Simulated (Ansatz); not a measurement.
**SiHF₂+ (triplet): the correlation ladder, cc-pVDZ**

The task here is to estimate one member of a computed series from the others.

Method: cc-pVDZ, core rule «outside noble gas», up to 7 orbitals frozen; program: Ansatz 0.2.0, Gaussian basis.

Plan: UHF; CCSD(T) on ROHF; CCSD(T) on UHF; BCCD(T) on ROHF; CISD; CCSDT(Q) on ROHF; CCSDT(Q) on UHF.

9 further runs of the same task are left out: 5 for a known fault of the program, 4 set aside as unsound or not needed.

**What is computed**

The geometry is a PBE0/def2-TZVP stationary point (not a proven minimum) of the parent state, kept for this charge and spin.

4 atoms, charge 1, spin multiplicity 3.

Atoms are counted from 1 here; the program's logs count them from 0.

Bond lengths: Si1–F2 1.592 Å, Si1–F3 1.592 Å, Si1–H4 1.493 Å. Angles: F2–Si1–F3 107.3°, F2–Si1–H4 107.6°, F3–Si1–H4 107.6°.

The first run:

Contents of in.yaml:

```yaml
crystal:
  periodic: [false, false, false]
  atoms:
    - {symbol: Si, position_ang: [-0.130217, -0.507043, 0.000000]}
    - {symbol: F, position_ang: [0.070738, 0.415258, -1.281724]}
    - {symbol: F, position_ang: [0.070738, 0.415259, 1.281724]}
    - {symbol: H, position_ang: [0.961743, -1.525831, 0.000001]}
basis:
  gaussian: {orbitals: cc-pVDZ}
total_charge: 1
magnetization: {spin_polarized: true, initial_magnetization: 2}
hamiltonian: {xc: hf}
output: {orbitals: {seedname: orbitals}}
```

Run with:

```sh
ansatz run in.yaml --threads 1 --pin off --events-out ev --progress --plain --max-ram 4096MiB --backend cpu
```

Among the steps run: UHF; CCSD(T) on ROHF; CCSD(T) on UHF; BCCD(T) on ROHF; CISD; CCSDT(Q) on ROHF; CCSDT(Q) on UHF.

One of the session's tables, all rows but one given; the rest of the session is left out.

It belongs to the step «Misses and costs». 

```
   method  from UCCSDT(Q) (kJ/mol)
     ROHF                  +1228.8
      UHF                  +1221.6
     RMP2                    +60.8
     UMP2                    +56.7
     CISD                   +142.6
    RCCSD                    +36.7
    UCCSD                        ?
 RCCSD(T)                     +7.5
 UCCSD(T)                     +7.3
  BCCD(T)                     +6.5
   RCCSDT                     +3.8
   UCCSDT                     +3.8
RCCSDT(Q)                     +1.4
UCCSDT(Q)                        0
```

**Question.** Estimate the row for UCCSD.

As computed: from UCCSDT(Q) (kJ/mol): +36.4. In the column «from UCCSDT(Q) (kJ/mol)» it lies between RCCSD(T) (+7.5) and RCCSD (+36.7).

Caveats from the session: Restricted and unrestricted rows rest on different reference determinants; where their highest levels disagree by more than a few hundredths of an eV, they describe different states and don't form one ladder.
